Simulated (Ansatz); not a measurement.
Geometry optimisation, RKS B3LYP-D4/def2-SVP (Ansatz).

The input (input.yaml):

```yaml
crystal:
  periodic: [false, false, false]
  atoms:
    - { symbol: Si, position_ang: [0.313057, -0.012966, -0.110132] }
    - { symbol: F, position_ang: [0.548689, -0.086039, 1.484199] }
    - { symbol: H, position_ang: [1.639064, 0.211129, -0.751047] }
    - { symbol: H, position_ang: [-0.598889, 1.11832, -0.415224] }
    - { symbol: H, position_ang: [-0.26746, -1.298905, -0.572211] }
    - { symbol: P, position_ang: [-2.813626, 0.209111, 1.18442] }
    - { symbol: H, position_ang: [-2.756311, -0.979267, 0.390542] }
    - { symbol: H, position_ang: [-3.547754, -0.441181, 2.226893] }
    - { symbol: H, position_ang: [-1.55537, -0.032303, 1.806662] }
basis:
  gaussian: { orbitals: def2-SVP }
hamiltonian:
  xc: b3lyp
  dispersion: d4
relax:
  f_tol: 0.03
  max_steps: 50
```

Launched with:

```bash
$ ansatz run input.yaml --threads 2 --pin off --max-ram 3072MiB --backend cpu --events-out ev --progress --plain --runs-dir out
```

**Question.** Where does it end, and by what steps?

**Answer.** The run converged. The force dipped under the threshold on the way, but the program's further checks kept it going. After 26 steps the energy has fallen by 0.138 eV; H8 moved furthest, 0.77 Å.

```json
{"step": "0", "energy less start (eV)": "0.0000", "largest force component (eV/Å)": "0.861", "accepted": "yes"}
{"step": "1", "energy less start (eV)": "-0.1102", "largest force component (eV/Å)": "0.321", "accepted": "yes"}
{"step": "2", "energy less start (eV)": "-0.1056", "largest force component (eV/Å)": "0.543", "accepted": "no"}
{"step": "3", "energy less start (eV)": "-0.1255", "largest force component (eV/Å)": "0.034", "accepted": "yes"}
{"step": "4", "energy less start (eV)": "-0.1268", "largest force component (eV/Å)": "0.068", "accepted": "yes"}
{"step": "5", "energy less start (eV)": "-0.1288", "largest force component (eV/Å)": "0.030", "accepted": "yes"}
{"step": "6", "energy less start (eV)": "-0.1199", "largest force component (eV/Å)": "0.462", "accepted": "no"}
{"step": "7", "energy less start (eV)": "-0.1297", "largest force component (eV/Å)": "0.009", "accepted": "yes"}
{"step": "8", "energy less start (eV)": "-0.1300", "largest force component (eV/Å)": "0.188", "accepted": "yes"}
{"step": "9", "energy less start (eV)": "-0.1309", "largest force component (eV/Å)": "0.064", "accepted": "yes"}
{"step": "10", "energy less start (eV)": "-0.1314", "largest force component (eV/Å)": "0.015", "accepted": "yes"}
{"step": "11", "energy less start (eV)": "-0.1306", "largest force component (eV/Å)": "0.278", "accepted": "no"}
{"step": "12", "energy less start (eV)": "-0.1321", "largest force component (eV/Å)": "0.075", "accepted": "yes"}
{"step": "13", "energy less start (eV)": "-0.1318", "largest force component (eV/Å)": "0.179", "accepted": "no"}
{"step": "14", "energy less start (eV)": "-0.1326", "largest force component (eV/Å)": "0.052", "accepted": "yes"}
{"step": "15", "energy less start (eV)": "-0.1330", "largest force component (eV/Å)": "0.043", "accepted": "yes"}
{"step": "16", "energy less start (eV)": "-0.1334", "largest force component (eV/Å)": "0.127", "accepted": "yes"}
{"step": "17", "energy less start (eV)": "-0.1337", "largest force component (eV/Å)": "0.093", "accepted": "yes"}
{"step": "18", "energy less start (eV)": "-0.1345", "largest force component (eV/Å)": "0.018", "accepted": "yes"}
{"step": "19", "energy less start (eV)": "-0.1320", "largest force component (eV/Å)": "0.354", "accepted": "no"}
{"step": "20", "energy less start (eV)": "-0.1353", "largest force component (eV/Å)": "0.098", "accepted": "yes"}
{"step": "21", "energy less start (eV)": "-0.1357", "largest force component (eV/Å)": "0.140", "accepted": "yes"}
{"step": "22", "energy less start (eV)": "-0.1365", "largest force component (eV/Å)": "0.085", "accepted": "yes"}
{"step": "23", "energy less start (eV)": "-0.1378", "largest force component (eV/Å)": "0.045", "accepted": "yes"}
{"step": "24", "energy less start (eV)": "-0.1356", "largest force component (eV/Å)": "0.322", "accepted": "no"}
{"step": "25", "energy less start (eV)": "-0.1363", "largest force component (eV/Å)": "0.210", "accepted": "no"}
{"step": "26", "energy less start (eV)": "-0.1380", "largest force component (eV/Å)": "0.007", "accepted": "yes"}
```

```xyz
9
Properties=species:S:1:pos:R:3
Si 0.465 -0.077 -0.208
F 0.528 0.122 1.410
H 1.848 0.041 -0.741
H -0.403 0.986 -0.780
H -0.091 -1.424 -0.502
P -3.245 0.167 1.643
H -2.972 -0.271 0.309
H -3.305 -1.168 2.149
H -1.862 0.312 1.965
```

Whether the end is a true minimum wasn't checked by a vibrational analysis.

The run took 30 s on 2 threads of Arm Neoverse V2 (shared host), peak memory 0.15 GiB.
